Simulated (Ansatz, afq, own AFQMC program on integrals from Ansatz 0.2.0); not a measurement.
Integrals from Ansatz 0.2.0, then the random walk in our own AFQMC program (afq).

```yaml
crystal:
  periodic: [false, false, false]
  atoms:
    - {symbol: B, position_ang: [0.000000, -0.188409, 1.151045]}
    - {symbol: Al, position_ang: [0.000000, 0.095995, -0.480350]}
    - {symbol: H, position_ang: [0.000000, 0.414951, 2.185055]}
    - {symbol: H, position_ang: [0.000000, -0.963791, -1.672483]}
basis:
  gaussian: {orbitals: cc-pVDZ}
magnetization: {spin_polarized: false}
correlation: {method: ccsd_t, electrons: outside_noble_gas, hamiltonian_folder: ham}
```

```sh
$ ansatz run in.yaml --threads 1 --pin off --events-out ev --progress --plain --max-ram 1382MiB
```

afq runs on the folder ham with

```
--method phaseless --trial cisd --walkers 70 --populations 1 --least-time 40 --time-step 0.005 --steps-per-block 50 --equilibration-blocks 28 --max-blocks 300 --target-error 0.00034 --factor-cut 1e-05 --seed 7034 --release-times 0.24,0.51,0.99,1.62,2.4 --release-step 0.03 --release-every 4 --taylor-order 6
```

Times are imaginary, in 1/Eh. The walk had a cap of 482 s.

afq prints:

```
orbitals 36  electrons 4 4  factors 277 of 400
reference energy -267.54496164 Eh
CCSD correlation -0.17298755 Eh in 13 cycles, weight of the determinant in the CISD state 0.8510
energy of the start -267.717949 Eh
 block  time / (1/Eh)  mean weight  energy / Eh
     1     0.250  0.9988  -267.715833
     2     0.500  1.0007  -267.715844
     3     0.750  1.0001  -267.717243
     4     1.000  1.0006  -267.718810
     5     1.250  1.0018  -267.720198
     9     2.250  1.0015  -267.722982
    33     8.250  1.0003  -267.722353
    65    16.250  1.0012  -267.724155
    97    24.250  0.9992  -267.726727
   129    32.250  1.0006  -267.723567
   161    40.250  0.9998  -267.724387
   185    46.250  1.0015  -267.734615
   193    48.250  1.0003  -267.724605
   225    56.250  1.0013  -267.729923
   257    64.250  1.0020  -267.722662
   265    66.250  0.9991  -267.718052
   289    72.250  0.9993  -267.724139
   321    80.250  1.0000  -267.725073
blocks merged  error / Eh  count
     1  0.000246  300
     2  0.000306  150
     4  0.000363  75
     8  0.000393  37
    16  0.000417  18
    32  0.000543  9
released: time / (1/Eh)  energy / Eh  error  mean overlap
  0.24  -267.725973  0.000478  1.0045
  0.51  -267.725835  0.000500  1.0036
  0.99  -267.726191  0.000405  1.0047
  1.62  -267.726161  0.000515  1.0030
  2.40  -267.726309  0.000726  1.0286
energy -267.725938 +/- 0.000417 Eh
(rows thinned)
```

The run passed its tests (sampling time, drift between the halves within three errors, error under three times the target), which doesn't prove that it has relaxed.

Against this walk (error 11.3 meV) on the same determinant: CCSD(T) 43.4 meV higher, CCSDT(Q) 15.7 meV lower (within the noise). The error is statistical and leaves out the bias of the constraint. Released to 2.40 1/Eh the energy moves by -10 ± 23 meV (both errors), within twice the noise.

Cautions: constraint bias not in the error; error above the target (11.3 against 9.3 meV); higher spins were not checked; restricted determinant unstable towards unrestricted (UHF 797 meV lower, ⟨S²⟩ 1.04); CCSDT(Q) on the UHF determinant differs (390 meV lower), perhaps since the unrestricted series falls towards higher spin.

The walk took 2.6 min on 1 thread of Intel(R) Xeon(R) Platinum 8488C (Sapphire Rapids) (shared host). The log's last line is the phaseless energy.

CCSDT and higher add their correlation energy to the determinant of the CCSD(T) run, since their own runs factorise the integrals more tightly (a shift of under 2 meV). A walk keeps the symmetry of its determinant, which the program's search chose and which needn't be the lowest solution, so a lower state of the same spin and another symmetry isn't excluded.
